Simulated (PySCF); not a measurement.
Input of a run (PBE0-D3(BJ)/def2-SVP geometry optimisation, gas phase (PySCF 2.14.0)), started from GFN2-xTB:
```
{"job": {"xc": "PBE0", "basis": "def2-SVP", "d3": "d3bj", "grid": 1, "shake": 0.01, "kind": "geom"}, "charge": 0, "multiplicity": 1}
B      1.465340     0.253990     0.409680
C      0.126260    -0.422030    -0.095510
C     -1.211310     0.128890     0.433570
H      2.509850    -0.120090     0.022960
H      1.409090     1.179670     1.132240
H      0.108430    -0.374630    -1.190880
H      0.199940    -1.489370     0.136310
H     -1.209740     0.059050     1.521350
H     -2.040340    -0.412900     0.054000
H     -1.307070     1.176490     0.183990
```

Output (energies in Eh, forces in Eh/bohr):
```
step   0  E = -105.02991126  max force = 0.037456
step   1  E = -105.03312232  max force = 0.009337
step   2  E = -105.03388707  max force = 0.001416
step   3  E = -105.03396176  max force = 0.000796
step   4  E = -105.03402500  max force = 0.000999
step   5  E = -105.03407356  max force = 0.001125
step   6  E = -105.03414410  max force = 0.001171
step   7  E = -105.03416329  max force = 0.000749
step   8  E = -105.03416935  max force = 0.000312
optimisation converged
```

Problem. Summarise the run.

Solution. The energy falls by 11.2 kJ/mol over 9 energy and gradient evaluations, the largest force component goes from 0.0375 to 3.1e-04 Eh/bohr, and the atoms move by 0.058 Å rms after alignment. The bond that changes most is C3–H9 (methyl carbon to methyl hydrogen), which lengthens by 0.041 Å. Bonds longer at the end by more than 0.005 Å: 7 of 9; shorter: 2. Among the angles that change most is B1–C2–H6, from 108.3° to 104.1°. The energy never rose by more than 1e-6 Eh on the way. The first step brought 75 % of the lowering.

Problem. What are the final bond lengths?

Solution. B1–C2 1.556 Å, C2–C3 1.523 Å, B1–H4 1.212 Å, B1–H5 1.213 Å, C2–H6 1.112 Å, C2–H7 1.108 Å, C3–H8 1.101 Å, C3–H9 1.101 Å, C3–H10 1.101 Å. Numbering counts from 1 in the input's order; the species is `BCC` (C2H7B).

The run used 77 basis functions and 51 SCF cycles in all.

No PBE0-D3(BJ)/def2-SVP frequencies stand behind this structure, so it isn't proved a minimum. One conformer, not necessarily the lowest.
